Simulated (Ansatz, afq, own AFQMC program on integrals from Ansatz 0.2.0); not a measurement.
SiGeH3, doublet: AFQMC among the cluster methods

```xyz
5

Si   -0.0291    0.0911    1.6863
Ge    0.0129   -0.0156   -0.6336
H     0.2341   -1.4090    1.7523
H    -0.3266   -1.2336   -1.5256
H    -0.0229    1.2257   -1.5544
```

Connectivity, by distances: SiH–GeH2.

Basis cc-pVDZ. Only valence electrons are correlated. Ansatz 0.2.0 and our own AFQMC program on the same integrals; the CISD trial comes from CCSD amplitudes, and released means the phaseless constraint is let go. Error bars are statistical, one sigma. No spin–orbit coupling.

Determinant: ROHF, the one that the program's search chose, which needn't be the lowest solution. The geometry is a PBE0/def2-TZVP stationary point of this or a neighbouring charge and spin state.

No full CI on the walks' own integrals is used here; CCSDT(Q) serves as the reference and is uncertain by about the last step of the cluster series.

Cautions: no relativity below Rb; no spin-orbit coupling; inner d shell frozen; higher spins were not checked; a spin-contaminated unrestricted determinant lies lower (UHF 167 meV lower, ⟨S²⟩ 0.96); the released energies move by 1.5 errors or more from one time to the next, so no released level is given (meV from the phaseless value at times in 1/Eh: -2 ± 3 at 0.24, -7.4 ± 2.0 at 0.51, -9.7 ± 1.9 at 0.99, -9 ± 7 at 1.62, -17 ± 3 at 2.40).

```
T1 diagnostic                               : 0.0367
weight of the determinant in the CISD state : 0.839
size of the correlated space                : 11 electrons in 41 orbitals
```

```tsv
level	correlation energy (eV)
MP2	-4.6313
CCSD	-5.7694
CCSD(T)	-5.9564
```

Estimate where phaseless AFQMC with the Hartree–Fock trial lies against CCSD(T) on the same integrals.

4.6 ± 2.4 kJ/mol below CCSD(T). The gap is under twice the noise, so this walk alone can't tell the two apart.

Reference: CCSDT(Q), correlation energy -6.011 eV.

```csv
level,E − E(reference) (kJ/mol),share of correlation (%)
CCSD(T),5.2,99.10
CCSDT,1.1,99.82
ph-AFQMC/HF,0.7 ± 2.4,99.89
ph-AFQMC/CISD,2.3 ± 0.3,99.60
```
